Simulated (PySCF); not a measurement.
**Static response to an electric field**

Compound: C₄H₆O.
Numbering: `[OH:1][CH2:2][CH:3]1[CH:4]=[CH:5]1` (hydrogens: H6 on O1; H7, H8 on C2; H9 on C3; H10 on C4; H11 on C5)

Structure used (PBE0-D3(BJ)/def2-SVP), in Å, numbered top down from 1:
```
atom  x, y, z in Å
O1    -1.9124    0.6975   -0.5950
C2    -1.1099   -0.3111   -0.0384
C3     0.3424   -0.1856   -0.4398
C4     1.3156    0.6326    0.3682
C5     1.4569   -0.6547    0.4479
H6    -1.5256    1.5426   -0.3424
H7    -1.1743   -0.3375    1.0698
H8    -1.5201   -1.2659   -0.4074
H9     0.4778   -0.2297   -1.5348
H10    1.6541    1.6295    0.6401
H11    1.9954   -1.5175    0.8318
```

Level: CAM-B3LYP/def2-SVPD (PySCF), static field, nuclei fixed, core orbitals frozen in the response. The polarisability tensor in these axes (au):

```
x   53.42 -0.97  5.47
y   -0.97 52.22 -0.78
z    5.47 -0.78 45.04
```

Question: Diagonalise the tensor; give its mean and Δα, where Δα² is half the sum of the squared differences of the eigenvalues.

Answer: Principal values 42.33, 51.88 and 56.47 au; mean 50.23 au = 7.44 Å³ = 8.28 × 10⁻⁴⁰ C²·m²/J; Δα = 12.49 au (25 % of the mean).

Question: What is the dipole moment, and where does it point?

Answer: (2.03, 0.21, 1.12) D, 2.33 D in size, pointing from the negative to the positive side. Measured along this direction, the outermost atoms are O1 at the negative end and H11 and H10 at the positive end.

Question: Give the eigenvalues of the traceless quadrupole moment Θ = ½Σq(3rr − r²1), origin at the centre of nuclear charge.

Answer: -6.78, -1.15, 7.93 D·Å. The values depend on the origin, since the dipole doesn't vanish. The electronic extent ⟨r²⟩ about the same centre is 435 bohr², a root-mean-square distance of 1.79 Å for the 38 electrons.

Question: Orientational against electronic polarisability at 350 K (dilute gas, rigid molecules)?

Answer: In Gaussian units μ²/3kT = 37.34 Å³ against 7.44 Å³, a ratio of 5.02; the Debye molar polarisation (4π/3)N_A(α + μ²/3kT) is 113.0 cm³/mol, leaving out the vibrational part.

Question: Find the Langevin capture rate constant for H3+ (3.023 u) meeting this molecule (70.042 u), k = 2.342 × 10⁻⁹ cm³/s × √(α in Å³ / reduced mass in u).

Answer: The reduced mass is 2.90 u, so k = 3.75 × 10⁻⁹ cm³/s. The formula leaves out the permanent dipole, which adds to the capture rate.

Question: Rayleigh depolarisation ratio (linearly polarised light, static tensor)?

Answer: ρ = 3Δα²/(45ᾱ² + 4Δα²) = 468.1/(113531 + 624.2) = 0.0041.

The structure is a single PBE0-D3(BJ)/def2-SVP conformer in the gas phase; no vibrational or solvent corrections.
